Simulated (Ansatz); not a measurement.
All values below come from frozen-core CCSD(T)/def2-TZVPP // PBE0-D4/def2-SVP in Ansatz (a program for electronic structure).

Ansatz 0.2 input:
```yaml
crystal:
  periodic: [false, false, false]
  atoms:
    - { symbol: N, position_ang: [0.007636, -0.004919, 0.303954] }
    - { symbol: H, position_ang: [0.926417, -0.108993, -0.126396] }
    - { symbol: H, position_ang: [-0.563085, -0.747857, -0.099172] }
    - { symbol: H, position_ang: [-0.370983, 0.861544, -0.078254] }
basis:
  gaussian: { orbitals: def2-TZVPP }
correlation:
  method: ccsd_t
```

Output:

```
Functional definition: HF
419 factors; integrals over basis functions are off by at most 1.0e-3 eV
mean field evaluation 1: about -1528.0779 eV, gradient 3.0e1 eV
mean field evaluation 2: about -1528.0761 eV, gradient 3.0e1 eV
mean field evaluation 4: about -1529.8190 eV, gradient 1.6e0 eV
mean field evaluation 8: about -1529.8302 eV, gradient 6.4e-4 eV
mean field evaluation 16: about -1529.8297 eV, gradient 3.1e-1 eV
mean field -1529.83022141 eV, -56.2202236805 hartree, gradient 3.7e-6 eV, S^2 0.000000; 0 other end points of the search recorded, 0 dependent functions left out
1 core orbitals not correlated
reference -1529.83022141 eV, -56.2202236805 hartree; 4, 4 occupied and 68, 68 virtual orbitals, 419 factors
second order -6.40555548 eV of doubles, -0.00000000 eV of singles
cycle   1  -6.59167378 eV  change   -1.9e-1 eV  update   4.0e-2
cycle   2  -6.72743952 eV  change   -1.4e-1 eV  update   1.2e-2
cycle   3  -6.74633557 eV  change   -1.9e-2 eV  update   3.9e-3
cycle   4  -6.74679103 eV  change   -4.6e-4 eV  update   9.0e-4
cycle   5  -6.74697331 eV  change   -1.8e-4 eV  update   2.8e-4
cycle   6  -6.74697532 eV  change   -2.0e-6 eV  update   1.1e-4
cycle   7  -6.74697479 eV  change    5.4e-7 eV  update   4.1e-5
cycle   8  -6.74696419 eV  change    1.1e-5 eV  update   9.7e-6
cycle   9  -6.74696080 eV  change    3.4e-6 eV  update   2.4e-6
perturbative correction -0.20981707 eV, -0.0077106349 hartree
Total energy: -1536.78699927 eV, -56.4758805516 hartree
```

Cost: very roughly 7 core-seconds.
